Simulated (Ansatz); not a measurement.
Two structures of CH10Si2, closed shell, reached by relaxing down either side of one saddle point (PBE0-D4/def2-TZVP). Energies are electronic, without zero-point energy. Program: Ansatz 0.2.0. Basis: def2-TZVPP and def2-QZVPP. Cores are frozen in the correlated methods. Extrapolation: Hartree–Fock as exp(−7.88 √X), correlation as X^−2.97. First:

```
13
angstrom
Si -0.1077 -0.2082 1.0305
H 0.8430 -1.3455 0.9057
H -1.4608 -0.6826 0.6336
H 0.3103 0.8520 0.0717
C -0.1228 0.4574 2.7786
H -0.0340 -1.3066 -2.0359
Si 0.1834 -0.1700 -2.9668
H -0.4284 -0.3172 3.4854
H 0.8698 0.8092 3.0684
H -0.8194 1.2937 2.8692
H 1.5162 0.4323 -2.7137
H 0.1242 -0.6656 -4.3663
H -0.8738 0.8511 -2.7603
```

Second:

| atom | x (Å) | y (Å) | z (Å) |
| --- | --- | --- | --- |
| Si1 | -0.8545 | 0.6295 | 0.2152 |
| H2 | 0.0261 | -3.0020 | 0.5848 |
| H3 | -1.8671 | -0.4557 | 0.3496 |
| H4 | -1.5881 | 1.9274 | 0.2312 |
| C5 | 0.3669 | 0.5616 | 1.6382 |
| H6 | 0.4463 | -2.8183 | -0.0041 |
| Si7 | 0.2182 | 0.4137 | -1.8543 |
| H8 | 0.9024 | -0.3901 | 1.6445 |
| H9 | 1.1018 | 1.3654 | 1.5559 |
| H10 | -0.1493 | 0.6691 | 2.5947 |
| H11 | 1.2028 | 1.5149 | -2.0464 |
| H12 | 0.9565 | -0.8776 | -1.9364 |
| H13 | -0.7622 | 0.4621 | -2.9729 |

Which bonds change from the first to the second?

CH₆Si ([CH3][SiH3]) + SiH₄ → CH₈Si₂ ([CH3][SiH2][SiH3]) + H₂; bonds formed: Si1–Si7, H2–H6; bonds broken: Si1–H2, H6–Si7.

Give the saddle point's structure and its height above each. (Judge from chemistry; the value comes from the calculation.)

The calculation gives: 74.49 kcal/mol above the first and 69.13 kcal/mol above the second (CCSD(T) at an estimated basis limit (MP2 extrapolated from triple and quadruple zeta, plus CCSD(T) − MP2 in triple zeta)).
```
13
angstrom
Si -0.5620 -0.0633 0.4137
H 0.1892 -1.6166 0.4497
H -1.8787 -0.7392 0.3229
H -0.8175 1.3533 -0.1048
C 0.2610 0.3168 2.0445
H 0.2923 -1.0635 -0.5397
Si 0.2430 0.0095 -2.0791
H 0.2338 -0.5311 2.7304
H 1.3071 0.5877 1.8723
H -0.2324 1.1842 2.4953
H 1.1926 1.1508 -2.0045
H 0.8277 -1.0477 -2.9595
H -1.0561 0.4591 -2.6411
```

T1 diagnostic: at most 0.013.

Labels in which every atom is bracketed show which atoms are joined, not bond orders.

For scale, one of the runs: CCSD(T)/def2-TZVPP, 255 basis functions, launched by `ansatz run in.yaml --threads 4 --pin off --events-out ev --progress --plain --max-ram 9574MiB`. Time: 110 s of wall clock on 4 CPU threads of an Intel Xeon; the host was shared. Peak host memory: 5.3 GiB.
